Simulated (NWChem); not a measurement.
System: CH3O cation; SMILES C=[OH+]

NWChem input:

```
start job
memory heap 200 mb stack 700 mb global 900 mb
charge 1
geometry units angstroms noautosym nocenter noautoz
  C     -0.008535     0.622070     0.000000
  O     -0.117472    -0.626634     0.000000
  H     -0.963394     1.189434     0.000000
  H      0.981145     1.131150     0.000000
  H      0.739593    -1.136317     0.000000
end
basis spherical
  C library cc-pvtz
  O library cc-pvtz
  H library cc-pvtz
end
dft
  xc pbe0
  iterations 150
end
tddft
  cis
  ecut -17.5
  nroots 6
  notriplet
end
task tddft energy
```

The geometry was optimised at PBE-D3(BJ)/def2-SVP.

Core excitations by TDA in a window of 1s orbitals, non-relativistic and unshifted: absolute energies depend strongly on the exact-exchange share.

Q: What results follow from this input? (PBE0/cc-pVTZ, restricted-window TDA.) Quantities: first 1s excitation (eV); dipole oscillator strength of the first; first state with f > 0.002 (eV); dipole oscillator strength of that state.

A: 
```json
{
 "first 1s excitation (eV)": "520.3",
 "dipole_oscillator_strength_of_the_first": "0.0294",
 "first state with f > 0.002 (eV)": "520.3",
 "dipole_oscillator_strength_of_that_state": "0.0294"
}
```
